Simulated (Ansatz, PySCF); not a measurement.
Isomers of CHN: 1 is C#N, 2 is [C-]#[NH+]; one conformer of each (the lowest of an xTB search), B3LYP-D3(BJ)/def2-TZVP minima.
Isomer 1 (charge 0, multiplicity 1):
```xyz
3

C     -0.022    -0.362     0.000
N      0.922     0.289     0.000
H     -0.900    -0.968     0.000
```
Isomer 2 (charge 0, multiplicity 1, Z-matrix in Å and degrees):
```
N
C 1 1.1640
H 1 0.9974 2 179.99
```

No zero-point or thermal terms.

Frozen-core correlation. CBS: X⁻³ extrapolation of the correlation energy, Hartree–Fock from the larger set.

The values were computed with Ansatz (a program for electronic structure) with Gaussian orbitals; PySCF for the dispersion terms. Values without a source in brackets are computed.

The comparison value is 62.0 kJ/mol (CCSD(T)/CBS(cc-pVTZ, cc-pVQZ)). It is a level with limits of its own, not the exact answer.

Question: Order these levels by how close they come to the comparison value for the electronic energy of isomer 2 less that of isomer 1, closest first: BLYP/def2-TZVPP, PBE0/def2-TZVPP, B2PLYP-D4/def2-TZVPP, CAM-B3LYP/def2-TZVPP. Give each level's value less the comparison value.

Answer: BLYP/def2-TZVPP (0.3 kJ/mol), B2PLYP-D4/def2-TZVPP (1.9 kJ/mol), PBE0/def2-TZVPP (-4.7 kJ/mol), CAM-B3LYP/def2-TZVPP (-7.0 kJ/mol)
